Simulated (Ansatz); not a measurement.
# NH₄ (doublet): wave-function methods side by side at distance N1–H4 along a hydrogen transfer = 1.085 Å, cc-pVTZ

How much of the correlation energy of NH₄ (doublet) does each wave-function method recover here?

Program: Ansatz 0.2.0, Gaussian basis. Level of theory: cc-pVTZ, core rule «outside noble gas», up to 1 orbitals frozen. These are calculated values, not measurements.

Plan: UHF; CCSD(T) on ROHF; CCSD(T) on UHF; BCCD(T) on ROHF; CISD; CCSDT(Q) on ROHF; CCSDT(Q) on UHF; CASSCF and MRCISD+Q, 3 electrons in 3 orbitals; CASSCF and NEVPT2, 3 electrons in 3 orbitals; CASSCF and MRCISD+Q, 9 electrons in 8 orbitals; CASSCF and NEVPT2, 9 electrons in 8 orbitals.

**1. The geometry**

The geometry derives from fragments relaxed apart (PBE0/def2-TZVP) and kept rigid, so it is no stationary point. A hydrogen atom is moved between rigid fragments.

5 atoms, charge 0, spin multiplicity 2.

Atoms are counted from 1 here; the program's logs count them from 0.

Bond lengths: N1–H2 1.012 Å, N1–H3 1.012 Å, N1–H4 1.085 Å. Angles: H2–N1–H3 107.1°, H2–N1–H4 107.1°, H3–N1–H4 107.1°.

Geometry (Å):

```tsv
atom	x (Å)	y (Å)	z (Å)
N1	-0.1539	-0.0316	-0.0492
H2	-0.4512	0.9362	-0.0492
H3	-0.4512	-0.4339	0.8311
H4	0.9311	-0.0316	-0.0492
H5	2.1101	-0.0316	-0.0492
```

**2. UHF**

File in.yaml:

```yaml
crystal:
  periodic: [false, false, false]
  atoms:
    - {symbol: N, position_ang: [-0.153911, -0.031601, -0.049186]}
    - {symbol: H, position_ang: [-0.451190, 0.936233, -0.049186]}
    - {symbol: H, position_ang: [-0.451190, -0.433900, 0.831073]}
    - {symbol: H, position_ang: [0.931089, -0.031600, -0.049187]}
    - {symbol: H, position_ang: [2.110089, -0.031600, -0.049187]}
basis:
  gaussian: {orbitals: cc-pVTZ}
magnetization: {spin_polarized: true, initial_magnetization: 1}
hamiltonian: {xc: hf}
output: {orbitals: {seedname: orbitals}}
```

Command:

```bash
$ ansatz run in.yaml --threads 1 --pin off --events-out ev --progress --plain --max-ram 4096MiB --backend cpu
```

The runs that follow: CCSD(T) on ROHF; CCSD(T) on UHF; BCCD(T) on ROHF; CISD; CCSDT(Q) on ROHF; CCSDT(Q) on UHF; CASSCF and MRCISD+Q, 3 electrons in 3 orbitals; CASSCF and NEVPT2, 3 electrons in 3 orbitals; CASSCF and MRCISD+Q, 9 electrons in 8 orbitals; CASSCF and NEVPT2, 9 electrons in 8 orbitals.

Q: Predict the results of all the runs planned. Wanted: UCCSDT(Q) below the RHF energy; RMP2 from UCCSDT(Q); UMP2 from UCCSDT(Q); RCCSD from UCCSDT(Q); RCCSD(T) from UCCSDT(Q); UCCSD(T) from UCCSDT(Q); RCCSDT(Q) from UCCSDT(Q); NEVPT2 pair from UCCSDT(Q); MRCISD+Q pair from UCCSDT(Q).

**Answer**, as computed:

| quantity | value |
| --- | --- |
| UCCSDT(Q) below the RHF energy | -7.3319 eV |
| RMP2 from UCCSDT(Q) | +62.5 kJ/mol |
| UMP2 from UCCSDT(Q) | +62.4 kJ/mol |
| RCCSD from UCCSDT(Q) | +24.4 kJ/mol |
| RCCSD(T) from UCCSDT(Q) | +1.8 kJ/mol |
| UCCSD(T) from UCCSDT(Q) | +1.8 kJ/mol |
| RCCSDT(Q) from UCCSDT(Q) | 0.0 kJ/mol |
| NEVPT2 pair from UCCSDT(Q) | +64.9 kJ/mol |
| MRCISD+Q pair from UCCSDT(Q) | +10.9 kJ/mol |
| NEVPT2 valence from UCCSDT(Q) | +94.2 kJ/mol |
| levels within 1 kcal/mol (43 meV) | RCCSD(T), UCCSD(T), BCCD(T), RCCSDT, UCCSDT, RCCSDT(Q), MRCISD+Q valence |
| T1 diagnostic | 0.023 |
| effectively unpaired electrons | 1.01 |

RCCSD(T) misses by +1.8 kJ/mol, 0.3 % of the correlation energy. One determinant dominates. Of the multireference levels listed MRCISD+Q valence comes nearest in total energy (+4.0 kJ/mol), which doesn't show that its space is the better one. These misses are within one basis, not against nature; the frozen cores of restricted and unrestricted runs differ, which can shift their rows.
